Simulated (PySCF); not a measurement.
**A basis-limit estimate, worked out**

An elementary step of AlH$_{5}$O, closed shell (AlH₃ + H₂O → AlH₃O ([OH][AlH2]) + H₂; Al–H, H–O broken or loosened, Al–O, H–H formed or tightened). “Start” and “end” are the PBE0-D4/def2-TZVP structures reached by relaxing down either side of its saddle point, with the molecules still in contact.

Program: PySCF 2.14 with density fitting (its default auxiliary sets; JK sets also for MP2 and CCSD(T)). Basis: def2-TZVPP and def2-QZVPP. Cores are frozen in the correlated methods.

Energies in eV:

| quantity | end | start |
| --- | --- | --- |
| Hartree–Fock, triple zeta (X = 3) | -8700.71922 | -8700.38461 |
| Hartree–Fock, quadruple zeta (X = 4) | -8701.04742 | -8700.69416 |
| MP2 correlation, X = 3 | -9.89534 | -9.74199 |
| MP2 correlation, X = 4 | -10.62410 | -10.45897 |
| CCSD(T) correlation, X = 3 | -10.91160 | -10.83588 |

Question: Work out the step energy at the basis limit: extrapolate Hartree–Fock as E(X) = E∞ + A exp(−7.88 √X) and the MP2 correlation as E(X) = E∞ + B X^−2.97 (the exponents that Neese and Valeev fitted for def2-TZVPP and QZVPP), then add CCSD(T) − MP2 in triple zeta.

Answer: Each step is linear, so take the differences first (end − start): Hartree–Fock -0.33461 (X = 3) and -0.35326 (X = 4); MP2 correlation -0.15335 and -0.16513; CCSD(T) correlation -0.07572.
Two points give E∞ = E(4) + w [E(4) − E(3)], with w = 1/(exp(7.88 (2 − √3)) − 1) = 0.1377 for Hartree–Fock and w = 1/((4/3)^2.97 − 1) = 0.7407 for the correlation.
Hartree–Fock: -0.35326 + 0.1377 × (-0.01865) = -0.3558 eV.
MP2 correlation: -0.16513 + 0.7407 × (-0.01178) = -0.1739 eV.
CCSD(T) − MP2: -0.07572 − (-0.15335) = 0.0776 eV.
Sum: -0.3558 + (-0.1739) + 0.0776 = -0.4521 eV, or -10.43 kcal/mol. Plain CCSD(T) in triple zeta gives -0.4103 eV, so the larger basis shifts the result by -0.0418 eV.

The T1 diagnostic stays at or below 0.013.

The step is the kind of ligand exchange by which a precursor binds to a hydroxyl group, or is hydrolysed, in atomic layer deposition of oxides.

Labels in which every atom is bracketed show which atoms are joined, not bond orders.

For scale, one of the runs: CCSD(T)/def2-TZVPP, 143 basis functions, launched by `OMP_NUM_THREADS=4 python run.py`. Hardware: 4 CPU threads of an Arm Neoverse V2, shared host. Wall time 51 s; peak host memory 0.69 GiB.
